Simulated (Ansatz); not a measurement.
# C₃H₃FS: small, medium and large basis sets

An exercise on one series of results from a longer session: the logs are not shown, and one member is left open.

Program: Ansatz 0.2.0, Gaussian basis. Level of theory: one geometry, several basis sets. These are calculated values, not measurements.

Plan: PBE0-D4/def2-SVP; ωB97M-V/def2-SVP; PBE0-D4/def2-QZVPP; ωB97M-V/def2-QZVPP; the functionals' def2-TZVPP values are taken from earlier runs.

## Structure used throughout

The geometry comes from an earlier relaxation with PBE0-D4 in a triple-zeta def2 set; it is a stationary point, not always the lowest conformer.

SMILES `FCC1=CS1`, 8 atoms, charge 0, spin multiplicity 1.

Atoms are counted from 1 here; the program's logs count them from 0.

Bond lengths: F1–C2 1.376 Å, C2–C3 1.463 Å, C2–H6 1.094 Å, C2–H7 1.096 Å, C3–C4 1.276 Å, C3–S5 1.843 Å, C4–S5 1.821 Å, C4–H8 1.076 Å. Angles: F1–C2–C3 111.1°, F1–C2–H6 108.7°, F1–C2–H7 108.0°, C3–C2–H6 109.8°, C3–C2–H7 109.6°, H6–C2–H7 109.6°, C2–C3–C4 152.7°, C2–C3–S5 138.1°, C4–C3–S5 68.7°, C3–C4–S5 70.5°, C3–C4–H8 150.9°, S5–C4–H8 138.4°, C3–S5–C4 40.7°.

The first run:

in.yaml reads:

```yaml
crystal:
  periodic: [false, false, false]
  atoms:
    - {symbol: F, position_ang: [-0.194990, 1.657914, 1.248110]}
    - {symbol: C, position_ang: [0.541550, 0.889112, 0.375837]}
    - {symbol: C, position_ang: [-0.249006, -0.228300, -0.139344]}
    - {symbol: C, position_ang: [-0.413570, -1.457216, -0.438893]}
    - {symbol: S, position_ang: [-1.806843, -0.481946, -1.090595]}
    - {symbol: H, position_ang: [1.422649, 0.509253, 0.902117]}
    - {symbol: H, position_ang: [0.857976, 1.528930, -0.455477]}
    - {symbol: H, position_ang: [-0.065767, -2.474846, -0.457556]}
basis:
  gaussian: {orbitals: def2-SVP}
hamiltonian: {xc: pbe0, dispersion: d4}
output: {orbitals: {seedname: orbitals}}
```

The run is started by

```bash
$ ansatz run in.yaml --threads 2 --pin off --events-out ev --progress --plain --max-ram 4352MiB
```

Among the steps run: PBE0-D4 in def2-SVP; ωB97M-V in def2-SVP; PBE0-D4 in def2-QZVPP; ωB97M-V in def2-QZVPP.

One of the session's tables, all rows but one given; the rest of the session is left out.

It belongs to the step «Functionals by basis». 

| functional | basis | HOMO (eV) |
| --- | --- | --- |
| PBE0-D4 | def2-SVP | -5.55 |
| PBE0-D4 | def2-TZVPP | -5.70 |
| PBE0-D4 | def2-QZVPP | -5.75 |
| ωB97M-V | def2-SVP | -7.72 |
| ωB97M-V | def2-TZVPP | ? |
| ωB97M-V | def2-QZVPP | -7.94 |

**Question.** Estimate the row for ωB97M-V, def2-TZVPP.

As computed: HOMO (eV): -7.88. In the column «HOMO (eV)» it lies between ωB97M-V, def2-QZVPP (-7.94) and ωB97M-V, def2-SVP (-7.72).
